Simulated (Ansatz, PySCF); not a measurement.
Process, species as SMILES: F (HF) → F (HF) as doublet, charge +1 + e-
Structures are relaxed separately at B3LYP-D3(BJ)/def2-TZVP in Ansatz (an electronic-structure program).

Quantity: adiabatic ionisation energy (0 K, with B3LYP-D3(BJ) harmonic zero-point energies from PySCF), in eV. Cores are frozen in the correlated levels unless marked. Open shells are spin-unrestricted. No spin-orbit coupling. No relativistic terms. FCI takes restricted orbitals. CBS marks a two-point X^-3 extrapolation of the correlation energy; Hartree-Fock from the larger set (for Q and 5 zeta extrapolated as (X+1)exp(-9√X)).

Measured: 16.03 eV (CCCBDB table in ASE); it holds spin-orbit effects, which all levels lack. This is an older compilation, not checked against later work.

```tsv
level	program	adiabatic ionisation energy (eV)	error against measurement
PBE0/6-31G*	Ansatz	15.33	-0.70
PBE0-D3(BJ)/def2-TZVPD	Ansatz + dftd3	15.85	-0.18
PBE0-D4/def2-TZVP	Ansatz + dftd4	15.79	-0.24
HSE06/def2-TZVPD	Ansatz	15.85	-0.18
CAM-B3LYP-D4/def2-TZVPD	Ansatz + dftd4	16.07	0.04
CCSD/def2-SVPD	Ansatz	15.84	-0.19
CCSD/cc-pVQZ	Ansatz	15.85	-0.18
CCSD/def2-QZVPPD	Ansatz	15.89	-0.14
CCSD/CBS(cc-pVTZ,cc-pVQZ)	Ansatz	15.96	-0.07
CCSD(T)/def2-SVP	Ansatz	15.35	-0.68
CCSD(T)/def2-SVPD	Ansatz	15.88	-0.15
CCSD(T)/cc-pwCVTZ	Ansatz	15.74	-0.29
FCI/6-31G	Ansatz	14.97	-1.06
CCSD(T)/CBS(def2-TZVPPD,def2-QZVPPD)	Ansatz	16.05	0.02
CCSD(T)/CBS(cc-pVQZ,cc-pV5Z)	Ansatz	16.07	0.04
```
